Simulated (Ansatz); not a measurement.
Results of revPBE (PAW; Ansatz, an electronic-structure program) for CaB6-type LaB₆.

The input as run:

Ansatz 0.2 input:
```yaml
crystal:
  lattice:
    - [4.1749357589, 0.0, 0.0]
    - [0.0, 4.1749357589, 0.0]
    - [0.0, 0.0, 4.1749357589]
  atoms:
    - { symbol: La, position: [0.0, 0.0, 0.0] }
    - { symbol: B, position: [0.8002502101, 0.5, 0.5] }
    - { symbol: B, position: [0.5, 0.1997497899, 0.5] }
    - { symbol: B, position: [0.5, 0.8002502101, 0.5] }
    - { symbol: B, position: [0.1997497899, 0.5, 0.5] }
    - { symbol: B, position: [0.5, 0.5, 0.8002502101] }
    - { symbol: B, position: [0.5, 0.5, 0.1997497899] }
basis:
  ecutwfc: 520
  ecutrho_ratio: 4
  xc_grid: 2
kpoints:
  mp_grid: { grid: [14, 14, 14] }
hamiltonian:
  xc: revpbe
  dispersion: none
  pseudopotentials: { kind: paw }
scf:
  occupations: { method: fermi_dirac, width: 0.05 }
  convergence: { dr2_threshold: 0.0000000007 }
output:
  forces: true
  stress: true
  eigenvalues: true
```

Output (set-up and result lines):

```
Crystal: 7 atoms, lattice volume = 72.770 Å³
Basis set: ecut = 520 eV, 1935 PW (Γ), exchange–correlation on 64×64×64 points (8 copies of the dense FFT grid, shifted against one another)
Bands: 22, of which v1, the nominal top of the filled ones, is band 15 counted from 1 (14 counted from 0)
Symmetry: 48 space group operations
Space group: Pm-3m (ITA 221), of the structure as read, at distance tolerance 4.2e-5 Å
k-points: 120 of 2744
Functional: x = revpbe(κ = 1.245, μ = 0.2195149727645171), c = pbe(β = 0.06672455060314922)
SCF iter   1: F=—  HF=-7201.141798 eV  |F-HF|=—  |Δ(HF+E_count)|=         —  Δρ=4.12e-3  dr2=1.07e-2
SCF iter   2: F=—  HF=-7201.138817 eV  |F-HF|=—  |Δ(HF+E_count)|=   2.98e-3  Δρ=1.97e-3  dr2=2.25e-3
  ...
SCF iter   7: F=—  HF=-7201.138273 eV  |F-HF|=—  |Δ(HF+E_count)|=   9.03e-9  Δρ=8.90e-7  dr2=9.01e-10
SCF iter   8: F=-7201.138273 eV  HF=-7201.138273 eV  |F-HF|=3.64e-12  |Δ(HF+E_count)|=  7.28e-12  Δρ=1.61e-7  dr2=1.39e-11
SCF 1 converged in 8 iterations: F = -7201.138273 eV  dr2 = 1.39e-11
SCF converged after 8 iterations
Free energy (F): -7201.138273 eV
Internal energy: -7201.130182 eV  (E = F + TS)
E sigma→0 (E₀):  -7201.134228 eV
Fermi energy:    12.032773 eV
--- Forces (eV/Å), atoms counted from 1 ---
  atom   1  La    -0.00000000     0.00000000     0.00000000
  atom   2  B     -0.00078207    -0.00000000     0.00000000
  atom   3  B     -0.00000000     0.00078207     0.00000000
  atom   4  B      0.00000000    -0.00078207     0.00000000
  atom   5  B      0.00078207     0.00000000     0.00000000
  atom   6  B     -0.00000000    -0.00000000    -0.00078207
  atom   7  B     -0.00000000    -0.00000000     0.00078207
--- Stress (GPa, compression-positive) ---
       -0.003631       0.000000       0.000000
        0.000000      -0.003631       0.000000
        0.000000       0.000000      -0.003631
  P = ⅓ Tr σ = -0.0036 GPa (-0.036 kbar)
```

The PAW data were made under PBE.

The result took very roughly 18 core-seconds.
